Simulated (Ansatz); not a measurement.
# CH₃, doublet: reading a ladder of total energies

Geometry: a PBE0/def2-TZVP stationary point for this spin, not checked as a minimum.

```yaml
atoms:
  - { symbol: C, position_ang: [0.0000, 0.0000, 0.0000] }
  - { symbol: H, position_ang: [1.0799, 0.0140, -0.0003] }
  - { symbol: H, position_ang: [-0.5521, 0.9282, -0.0027] }
  - { symbol: H, position_ang: [-0.5278, -0.9423, 0.0031] }
```

Basis 6-31G; Ansatz 0.2.0. Only valence electrons are correlated (noble-gas cores frozen), which leaves 7 electrons in 14 orbitals. R marks a restricted (for open shells ROHF) determinant, U an unrestricted one.

Full CI is exact within this basis and frozen core; it isn't the basis-set limit. The frozen core follows each run's orbitals, which can shift R against U totals by a few meV.

Runs differ by some tens of microhartree through their thresholds and, for an open shell, their frozen cores, so the step to full CI, which has another core, is uncertain by up to 0.1 kcal/mol.

```
    level  total energy (hartree)
      UHF              -39.546514
     UMP2              -39.622058
    UCCSD              -39.640152
 UCCSD(T)              -39.641201
   UCCSDT              -39.641424
UCCSDT(Q)              -39.641506
  UCCSDTQ              -39.641509
  full CI              -39.641500
```

Q: What is the correlation energy at full CI, and what share of it do UMP2 and UCCSD recover?

A: E(corr) = -39.641500 − (-39.546514) = -0.094986 hartree = -2.585 eV. UMP2: -0.075544 / -0.094986 = 79.53 %. UCCSD: -0.093638 / -0.094986 = 98.58 %.

Q: By how many kcal/mol does UCCSD(T) miss full CI (1 hartree = 627.509 kcal/mol), and which steps make up the rest?

A: -39.641201 − (-39.641500) = 0.000299 hartree = 0.19 kcal/mol. Steps: UCCSDT − UCCSD(T) = -0.14, UCCSDT(Q) − UCCSDT = -0.05, UCCSDTQ − UCCSDT(Q) = 0.00, full CI − UCCSDTQ = 0.01 kcal/mol. That is within 1 kcal/mol of the reference in this basis, which itself misses far more of the correlation at the basis-set limit.
